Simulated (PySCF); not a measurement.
Compound: C₇H₅N.
InChI=1S/C7H5N/c8-6-7-4-2-1-3-5-7/h1-5H

The geometry is computed with GFN2-xTB (gas phase).

Masses are those of the commonest isotopes; rigid-rotor values at the optimised geometry. 

Task: What are A, B and C (MHz)?

Result: Ia = 88.25, Ib = 320.76, Ic = 409.01 u·Å²; 505379 MHz·u·Å²/I gives A = 5726, B = 1576, C = 1236 MHz.

Task: Classify the top.

Result: An asymmetric top; Ray's κ = -0.849.

Task: What does the inertial defect say?

Result: Planar: Δ = Ic − Ia − Ib = 0.00 u·Å². For a rigid frame Δ = −2 Σ m c², so it vanishes when all atoms lie in the ab plane; here none is more than 0.01 Å from it.

Task: Give the coordinates in the principal-axis frame, origin at the centre of mass.

Result: The sense of each axis is arbitrary; atoms in the order of the calculation.
| atom | mass (u) | a (Å) | b (Å) | c (Å) |
| --- | --- | --- | --- | --- |
| N1 | 14.003 | 3.108 | 0.000 | -0.001 |
| C2 | 12.000 | 1.961 | 0.001 | 0.000 |
| C3 | 12.000 | 0.547 | 0.001 | 0.000 |
| C4 | 12.000 | -0.149 | 1.210 | 0.001 |
| C5 | 12.000 | -1.530 | 1.202 | 0.001 |
| C6 | 12.000 | -2.220 | -0.001 | -0.002 |
| C7 | 12.000 | -1.529 | -1.203 | -0.001 |
| C8 | 12.000 | -0.148 | -1.209 | 0.002 |
| H9 | 1.008 | 0.399 | 2.141 | 0.000 |
| H10 | 1.008 | -2.071 | 2.136 | 0.003 |
| H11 | 1.008 | -3.300 | -0.001 | -0.004 |
| H12 | 1.008 | -2.070 | -2.138 | -0.001 |
| H13 | 1.008 | 0.401 | -2.140 | 0.005 |

Task: Where do the levels up to J = 5 lie, in cm⁻¹?

Result: Above 0(0,0):
J = 1: 1(0,1) 0.0938, 1(1,1) 0.2322, 1(1,0) 0.2436
J = 2: 2(0,2) 0.2806, 2(1,2) 0.4084, 2(1,1) 0.4424, 2(2,1) 0.8578, 2(2,0) 0.8585
J = 3: 3(0,3) 0.5593, 3(1,3) 0.6723, 3(1,2) 0.7403, 3(2,2) 1.1391, 3(2,1) 1.1425, 3(3,1) 1.8602, 3(3,0) 1.8602
J = 4: 4(0,4) 0.9278, 4(1,4) 1.0235, 4(1,3) 1.1367, 4(2,3) 1.5137, 4(2,2) 1.5236, 4(3,2) 2.2365, 4(3,1) 2.2367, 4(4,1) 3.2443, 4(4,0) 3.2443
J = 5: 5(0,5) 1.3840, 5(1,5) 1.4613, 5(1,4) 1.6307, 5(2,4) 1.9811, 5(2,3) 2.0037, 5(3,3) 2.7074, 5(3,2) 2.7081, 5(4,2) 3.7146, 5(4,1) 3.7146, 5(5,1) 5.0104, 5(5,0) 5.0104
Those of J = 1 are B + C, A + C and A + B.

Whether it is a minimum is left open (no frequencies). No vibrational averaging or centrifugal distortion is included, and the geometry carries the error of its method.
